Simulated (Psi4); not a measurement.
BSiH5O (SMILES BO[SiH3]): the dipole moment, rung by rung

BSiH5O has 8 atoms, charge 0, and is taken as a singlet. As SMILES, `BO[SiH3]`. The shape was relaxed beforehand at PBE0/def2-TZVP.

```xyz
8

B    -0.4447    0.8447   -1.1897
O     0.3274   -0.0548   -0.5511
Si    0.2726   -0.6835    0.9821
H    -1.3775    1.3498   -0.6201
H    -0.1713    1.1171   -2.3245
H    -0.8518   -0.0804    1.7422
H     1.5635   -0.3828    1.6443
H     0.0904   -2.1497    0.8687
```

Each level gives the dipole moment (D). The values are calculated.

```csv
level,kind,program,value (D),CPU time
PBE-D4/def2-TZVPP (density fitting),GGA,Psi4,1.04,2 min
B3LYP-D4/def2-TZVPP (density fitting),global hybrid,Psi4,0.99,1.8 min
PBE0-D4/def2-TZVPP (density fitting),global hybrid,Psi4,0.99,95 s
wB97M-V/def2-TZVPP (density fitting),range-separated hybrid,Psi4,0.97,5.8 min
```

The values span 0.97 to 1.04 D. Magnitudes only: a small dipole may point the other way at some levels. CPU times are rough (shared hosts, several kinds of processor): they show what a rung costs within a factor of a few.
